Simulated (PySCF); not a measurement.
One of the candidates below gave these computed data.

All candidates are C5H10.

- UV, strongest line: among the 8 lowest singlet transitions: S2 at 7.56 eV (164 nm, f = 0.469) [TDDFT CAM-B3LYP/def2-SVPD]
- UV, first state: lowest singlet excitation: 7.39 eV (168 nm, f = 0.063) [TDDFT CAM-B3LYP/def2-SVPD]
- Triplet: lowest triplet excitation (Tamm–Dancoff): 4.53 eV [TDA CAM-B3LYP/def2-SVPD]
- Polarisability: 62.7 au [CAM-B3LYP/def2-SVPD]
- Dipole: 0.34 D [CAM-B3LYP/def2-SVPD]
- Rotational structure: rotational constants A, B, C: 7.615, 3.605, 2.788 GHz [GFN2-xTB]

The electronic properties come from PySCF, for the isolated species, density fitting. Levels stand in brackets. One conformer (not necessarily the lowest) at the GFN2-xTB geometry, without solvent, vibrations or thermal averaging.

**Question.** Which candidate is it?
A. `C1CCCC1`
B. `CC=C(C)C`
C. `C=CC(C)C`

**Answer.** C. It is `C=CC(C)C`. Numbering: `[CH2:1]=[CH:2][CH:3]([CH3:4])[CH3:5]`. Its formula, C5H10, gives 1 degree of unsaturation: 0 rings and 1 π bond in the structure found. The optimised geometry has point group Cs and is an asymmetric top.

The others, at the same levels:
- `C1CCCC1` fails: its computed lowest singlet excitation is 8.51 eV (146 nm, f = 0.000) (against 7.39 eV), lowest triplet excitation (Tamm–Dancoff) is 8.25 eV (against 4.53 eV) and strongest line among the 8 lowest singlet transitions is S5 at 9.19 eV (135 nm, f = 0.065) (against S2 at 7.56 eV).
- `CC=C(C)C` fails: its computed lowest singlet excitation is 6.44 eV (193 nm, f = 0.000) (against 7.39 eV), strongest line among the 8 lowest singlet transitions is S2 at 7.26 eV (171 nm, f = 0.525) (against S2 at 7.56 eV) and rotational constant A is 8.161 GHz (against 7.615 GHz).

Each candidate is one conformer, not necessarily the lowest. The conformers computed, where there is a choice (atom-mapped SMILES and torsion angles):
- `[CH2:1]=[CH:2][CH:3]([CH3:4])[CH3:5]`: C1–C2–C3–C4 -119°
